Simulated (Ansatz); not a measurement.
## Worked example: Si₂, quintet against Si2, triplet

Geometry (PBE0/def2-TZVP stationary point of a triplet), kept for both states (Si2, triplet: Σg⁻g; Si2, quintet: Πg):

```tsv
atom	x (Å)	y (Å)	z (Å)
Si	0.0000	0.0000	0.0000
Si	0.0000	0.0000	2.2547
```

Basis cc-pVDZ; Ansatz 0.2.0. Correlated methods freeze the noble-gas cores. Prefix R: restricted or restricted open-shell reference; prefix U: unrestricted.

Full CI is exact within this basis and frozen core; it isn't the basis-set limit. The frozen core follows each run's orbitals, which can shift R against U totals by a few meV.

```json
{"level": "UHF", "E(Si2, triplet) (hartree)": "-577.759817", "E(Si2, quintet) (hartree)": "-577.723438"}
{"level": "UMP2", "E(Si2, triplet) (hartree)": "-577.887230", "E(Si2, quintet) (hartree)": "-577.840388"}
{"level": "UCCSD(T)", "E(Si2, triplet) (hartree)": "-577.926967", "E(Si2, quintet) (hartree)": "-577.876777"}
{"level": "PBE", "E(Si2, triplet) (hartree)": "-578.563762", "E(Si2, quintet) (hartree)": "-578.508478"}
{"level": "B3LYP", "E(Si2, triplet) (hartree)": "-578.891981", "E(Si2, quintet) (hartree)": "-578.831927"}
{"level": "full CI", "E(Si2, triplet) (hartree)": "-577.929298", "E(Si2, quintet) (hartree)": "-577.878758"}
```

Problem. Give the vertical gap, Si2 quintet less Si2 triplet, at each level in eV (1 hartree = 27.2114 eV), and each error against full CI.

Solution. full CI: (-577.878758 − (-577.929298)) × 27.2114 = 1.375 eV (the reference)
B3LYP: (-578.831927 − (-578.891981)) × 27.2114 = 1.634 eV, error 0.259 eV
PBE: (-578.508478 − (-578.563762)) × 27.2114 = 1.504 eV, error 0.129 eV
UCCSD(T): (-577.876777 − (-577.926967)) × 27.2114 = 1.366 eV, error -0.009 eV
UMP2: (-577.840388 − (-577.887230)) × 27.2114 = 1.275 eV, error -0.100 eV
UHF: (-577.723438 − (-577.759817)) × 27.2114 = 0.990 eV, error -0.385 eV

Total energies of functionals can't be set beside those of wave-function methods, since they hold the core's correlation and their own absolute errors; only the differences compare.

In so small a basis the reference is far from its limit while semilocal and hybrid functionals are nearer theirs, so the functionals' errors here hold much of the reference's basis and frozen-core error, which can add to them or hide them.

Each level lands on the state that its own search finds. T1 diagnostics of restricted CCSD: 0.020 and 0.017.
